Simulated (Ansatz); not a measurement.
# AlHS (triplet): the correlation ladder, cc-pVTZ

The task here is to estimate one member of a computed series from the others.

Computed with Ansatz 0.2.0, Gaussian basis. Level: cc-pVTZ, core rule «outside noble gas», up to 10 orbitals frozen.

Plan: UHF; CCSD(T) on ROHF; CCSD(T) on UHF; BCCD(T) on ROHF; CCSDT(Q) on ROHF; CCSDT(Q) on UHF.

19 further runs of the same task are left out: 13 for a known fault of the program, 6 set aside as unsound or not needed.

## What is computed

The geometry is a PBE0/def2-TZVP stationary point (not a proven minimum).

3 atoms, charge 0, spin multiplicity 3.

Atoms are counted from 1 here; the program's logs count them from 0.

Bond lengths: Al1–S2 2.185 Å, S2–H3 1.348 Å. Angles: Al1–S2–H3 99.2°.

Geometry (Å):

```
Al    0.0000    0.0322    1.2065
S     0.0000   -0.0665   -0.9759
H     0.0000    1.2530   -1.2512
```

The first run:

File in.yaml:

```yaml
crystal:
  periodic: [false, false, false]
  atoms:
    - {symbol: Al, position_ang: [0.000000, 0.032224, 1.206475]}
    - {symbol: S, position_ang: [0.000000, -0.066502, -0.975876]}
    - {symbol: H, position_ang: [0.000000, 1.252993, -1.251158]}
basis:
  gaussian: {orbitals: cc-pVTZ}
magnetization: {spin_polarized: true, initial_magnetization: 2}
hamiltonian: {xc: hf}
output: {orbitals: {seedname: orbitals}}
```

Started as:

```bash
ansatz run in.yaml --threads 1 --pin off --events-out ev --progress --plain --max-ram 4096MiB --backend cpu
```

Among the steps run: UHF; CCSD(T) on ROHF; CCSD(T) on UHF; BCCD(T) on ROHF; CCSDT(Q) on ROHF; CCSDT(Q) on UHF.

One of the session's tables, all rows but one given; the rest of the session is left out.

It belongs to the step «Misses and costs». 

| method | from UCCSDT(Q) (meV) |
| --- | --- |
| ROHF | +6785.6 |
| UHF | +6751.1 |
| RMP2 | ? |
| UMP2 | +1031.5 |
| RCCSD | +360.6 |
| UCCSD | +357.7 |
| RCCSD(T) | +50.6 |
| UCCSD(T) | +49.0 |
| BCCD(T) | +49.2 |
| RCCSDT | +20.8 |
| UCCSDT | +19.2 |
| RCCSDT(Q) | +2.7 |
| UCCSDT(Q) | 0 |

Estimate the missing values for RMP2.

**Answer.** from UCCSDT(Q) (meV): +1043.3. In the column «from UCCSDT(Q) (meV)» it lies between UMP2 (+1031.5) and UHF (+6751.1).

With the free atoms at the same levels and basis (separate runs), the atomisation energy is 5.123 eV at UCCSDT(Q), 5.111 eV at RCCSD(T), 5.110 eV at UCCSD(T), 3.974 eV at ROHF.

To keep in mind: Restricted and unrestricted rows rest on different reference determinants; where their highest levels disagree by more than a few hundredths of an eV, they describe different states and don't form one ladder.
